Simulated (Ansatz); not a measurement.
Reaction: CF4 (tetrafluoromethane, SMILES FC(F)(F)F) → CF3 (SMILES F[C](F)F, doublet) + F (doublet) (the C-F bond breaks)
Each species at its own B3LYP-D3(BJ)/def2-TZVP minimum (Ansatz, a program for electronic structure).

Wanted: bond dissociation energy (electronic), in kcal/mol. Open shells are spin-unrestricted; no spin-orbit coupling. CBS(X,Y): correlation extrapolated as X^-3, Hartree-Fock from the larger set. A bracket is a step between two methods taken in the basis named. The functionals are non-relativistic, so their misses hold any scalar relativity. Double hybrids freeze cores in their MP2 part. '+ core + X2C': CCSD(T) terms for core correlation (cc-pwCVTZ) and scalar relativity (cc-pVTZ-DK).

CCSD(T)/CBS(cc-pVTZ,cc-pVQZ) + [CCSDT(Q) - CCSD(T)]/cc-pVDZ + core + X2C (Ansatz) gives 133.1 kcal/mol.

Problem. What does PBE/def2-TZVPD (Ansatz) give here, and how do the other levels compare?

Solution. PBE gives 131.0 kcal/mol, 2.1 kcal/mol below it. Differences of the others: B3LYP/def2-TZVPD (Ansatz) -8.1; PBE0/def2-TZVPD (Ansatz) -5.6; wB97M-V/def2-TZVPD (Ansatz) -0.6; B2PLYP/def2-TZVPD (Ansatz) -5.5; CCSD(T)/CBS(cc-pVTZ,cc-pVQZ) + core + X2C (Ansatz) 0.0 kcal/mol. Nearer than PBE: wB97M-V/def2-TZVPD, CCSD(T)/CBS(cc-pVTZ,cc-pVQZ) + core + X2C.
